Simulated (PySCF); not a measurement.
B3LYP has the VWN-RPA correlation part, as in Gaussian. Delta-SCF ions had no search for a lower state. 

CH4, SMILES `C` (charge 0, multiplicity 1)

All values below come from B3LYP-D3(BJ)/def2-TZVP (PySCF 2.14.0).

| Quantity | Value |
|---|---|
| HOMO | -10.76 eV |
| dipole moment | 0.00 D |
| HOMO–LUMO gap | 12.07 eV |
| LUMO | 1.30 eV |
| vertical ionisation energy (Delta-SCF) | 14.16 eV |
| total energy | -40.5395 Ha |
| cost | roughly 8 core-seconds |

Bonds (Å): C1–H2 1.089, C1–H3 1.089, C1–H4 1.089, C1–H5 1.089. Bond angles (°): H2–C1–H3 109.5, H2–C1–H4 109.5, H2–C1–H5 109.5, H3–C1–H4 109.5, H3–C1–H5 109.5, H4–C1–H5 109.5.
Charge 0, spin multiplicity 1.
